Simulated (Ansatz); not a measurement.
## BN (boron nitride): methods side by side

The species is BN (2 atoms), meant as a triplet with charge 0. SMILES: `B#N`. Geometry: relaxed at GFN2-xTB.

```xyz
2

B     0.0000    0.0000    0.0000
N     0.0000    0.0000    1.2684
```

Quantity: the energy change with the B1–N2 bond stretched from 1.268 to 3.171 Å, in eV. The values are calculated.

| level | kind | program | value (eV) | less FCI/3-21G |
| --- | --- | --- | --- | --- |
| UHF/3-21G | Hartree–Fock | Ansatz | 1.21 | -1.77 |
| UBHLYP/3-21G | global hybrid | Ansatz | 3.25 | +0.27 |
| RPA@PBE/3-21G | RPA | Ansatz | 2.77 | -0.21 |
| UMP2/3-21G | perturbation theory | Ansatz | 3.06 | +0.08 |
| UCCSD(T)/3-21G | coupled cluster or CI | Ansatz | 3.00 | +0.02 |
| FCI/3-21G | exact in the basis | Ansatz | 2.98 | 0.00 |

FCI/3-21G is exact within its basis and frozen core, so for wave-function methods in that basis the difference is their error; functionals converge differently with the basis, so for them it is only a difference. The first shape isn't each level's own minimum. The values span 1.21 to 3.25 eV. Spin contamination of the reference (⟨S²⟩ at least 0.1 too high) touches UHF/3-21G, UBHLYP/3-21G, RPA@PBE/3-21G, UMP2/3-21G, UCCSD(T)/3-21G. All rows use very small basis sets, so none should be taken for the real molecule's value.
